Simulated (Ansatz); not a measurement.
Results of PBE (Ansatz, an electronic-structure program, PAW) for GaS (P6₃/mmc, No. 194).

Settings: plane-wave cutoff 520 eV, 12×12×4 k mesh (along the axes of the cell as run), Fermi–Dirac smearing 0.01 eV, scalar-relativistic PAW data made under PBE.

Computed at the level's own relaxed cell.

Task: Predict the lattice constant a and c axis length.

Result: 
lattice constant a: 3.630 Å
c axis length: 17.667 Å

Note: for a layered or molecular solid the relaxed cell lies over 5 % above the published volume, where the minimum can be shallow; the cell comes from a level without a dispersion term, which matters for the spacing of layers, chains or molecules; the volume lies 17 % above that of the published cell.

Computed values are for the static lattice.

The result took very roughly 4 core-minutes.
